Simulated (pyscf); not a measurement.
Optimised with ωB97X-D3(BJ)/def2-SVP in PySCF.

How much does it cost (ΔH, 298 K, ωB97M-D3(BJ)/def2-TZVP) to split H₃C–AlH–CH(CH₃)–CH₃ at its Al–C bond into [H₃C–AlH]• + H₃C–CH•–CH₃?

Al–C to [H₃C–AlH]• + H₃C–CH•–CH₃: 72.7 kcal/mol. The 7 functionals that were run give +62.9 (r²SCAN) to +73.5 kcal/mol (ωB97X-D3(BJ)). The radicals are drawn with the spin at the cut bond; how far it spreads was not checked. H₃C–AlH–CH(CH₃)–CH₃ lies 12.6 kcal/mol over its isomer H₃C–CH₂–Al(CH₃)–CH₃, and others may lie lower still (electronic energy, ωB97M-D3(BJ)). Other isomers of [H₃C–AlH]•, H₃C–CH•–CH₃ were not searched in full and may lie lower.
